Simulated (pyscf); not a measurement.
**Routes from S=Ge: (SMILES [S]=[Ge]) [singlet] + H₂ (SMILES [H][H])**

Candidate steps break at most two bonds and form at most two. Each was searched with GFN2-xTB (tblite) first. Single points on ωB97X-D3(BJ)/def2-SVP structures (PySCF, gas phase). Energies: ωB97M-D3(BJ)/def2-TZVP, kcal/mol, from the separated reactants, singlet surface; ΔG‡ with ideal gas, 1 atm, RRHO with modes under 100 cm⁻¹ raised to 100, one conformer, R ln 2 for chiral ones without a mode under 150 cm⁻¹.

| products | type | ΔE‡ | ΔE | ΔG‡ 298 K | ΔG‡ 900 K | ν‡ (cm⁻¹) |
|---|---|---|---|---|---|---|
| HS–GeH: [singlet] | addition across a multiple bond or ene-type step | 35.3 | -1.7 | 41.9 | 57.8 | 1670i |
| S=GeH₂ | insertion | 72.1 | +7.5 | 77.9 | 93.1 | 1653i |

Row 1: On the product side the descent ends in a point that may be a rotor saddle (no frequency run), 2.0 kcal/mol over the lowest minimum found and 36.6 kcal/mol under the saddle at ωB97X-D3(BJ)/def2-TZVP. 

Plain bond fissions and candidates not yet searched are not listed, and one of them may be faster. Each barrier is that of the saddle found; lower ones may exist. Elements up to Kr have no core potential and no relativistic terms here.
